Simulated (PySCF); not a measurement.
Potential energy of BCl⁺ along the bond

Set-up: PySCF, no relativity, basis sets B 6-31G(d,p), Cl 6-31G(d,p). Energies in eV from B⁺ + Cl in their ground configurations at the same level. State: ²Σ⁺ (doublet), unpaired electrons σ ↑.

All columns are PBE0. A positive dipole points towards Cl; it is taken about the centre of mass and depends on that origin.

| R (Å) | E (eV) | μ (D) | Mulliken charge on B (basis-dependent) | HOMO (eV) | LUMO (eV) | Mayer bond order | ⟨S²⟩ |
| --- | --- | --- | --- | --- | --- | --- | --- |
| 1.381 | -2.539 | -1.64 | 0.44 | -17.02 | -10.86 | 2.08 | 0.76 |
| 1.445 | -3.393 | -2.02 | 0.50 | -17.21 | -11.11 | 2.01 | 0.76 |
| 1.510 | -3.864 | -2.40 | 0.55 | -17.38 | -11.36 | 1.95 | 0.76 |
| 1.558 | -4.029 | -2.68 | 0.58 | -17.50 | -11.55 | 1.91 | 0.76 |
| 1.606 | -4.072 | -2.97 | 0.61 | -17.62 | -11.75 | 1.87 | 0.76 |
| 1.654 | -4.019 | -3.25 | 0.64 | -17.72 | -11.95 | 1.83 | 0.76 |
| 1.718 | -3.839 | -3.62 | 0.67 | -17.83 | -12.21 | 1.78 | 0.76 |
| 1.799 | -3.496 | -4.07 | 0.70 | -17.93 | -12.52 | 1.71 | 0.76 |
| 1.895 | -2.989 | -4.57 | 0.73 | -17.56 | -12.88 | 1.63 | 0.76 |
| 2.024 | -2.271 | -5.17 | 0.76 | -17.09 | -13.30 | 1.48 | 0.76 |

A fit through these points gives, at Re = 1.601 Å, μ = -2.94 D and dμ/dR = -5.90 D/Å; the reduced mass is 8.373 u.

How strong is the fundamental in the double-harmonic approximation, I = 42.26·(dμ/dR)²/μred km/mol?

I = 42.26·(-5.90)²/8.373 = 176 km/mol at PBE0.

For an ion De counts to the pair picked by the measured ionisation energies or electron affinities, which need not be the lowest pair at this level. The state is the lowest determinant that a PBE0 search found; another state may lie lower at other levels.
